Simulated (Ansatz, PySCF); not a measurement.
Gas-phase reaction in SMILES: [O+]#[Si-] -> [O+]#[Si-] as doublet, charge +1 + e-

Wanted: adiabatic ionisation energy (0 K, with zero-point energies), in eV. Terms: open shells spin-unrestricted; 6-31G* and kin with 6d, 5d where marked; non-relativistic; spin-orbit terms left out. Ab initio and DFT rows: single points at B3LYP-D3(BJ) geometries (Ansatz, a quantum-chemistry and plane-wave program), with unscaled harmonic terms from B3LYP/6-31G* at its own minima.

```tsv
species	coefficient	E at B3LYP/6-31G* (Ansatz), Eh	E at M06-2X/def2-TZVPD (PySCF), Eh	zero-point energy, kcal/mol
[O+]#[Si-]	-1	-364.71989	-364.71954	1.78
[O+]#[Si-] as doublet, charge +1	+1	-364.30166	-364.29507	1.61
```

Measured values: CCCBDB table in ASE; they hold spin-orbit and core effects.  Value to compare with, the measured value: 11.49 eV. 1 Eh = 27.2114 eV and 1 eV = 23.0605 kcal/mol.

Compute it at each level from the table, and compare with the measured value.


- B3LYP/6-31G*: the sum of coefficient times E is 0.41823 Eh, or 11.381 eV; the thermal terms add -0.007. Result: 11.37 eV. Its error against the measured value is -0.12 eV.
- M06-2X/def2-TZVPD: the sum of coefficient times E is 0.42447 Eh, or 11.550 eV; the thermal terms add -0.007. Result: 11.54 eV. Its error against the measured value is 0.05 eV.
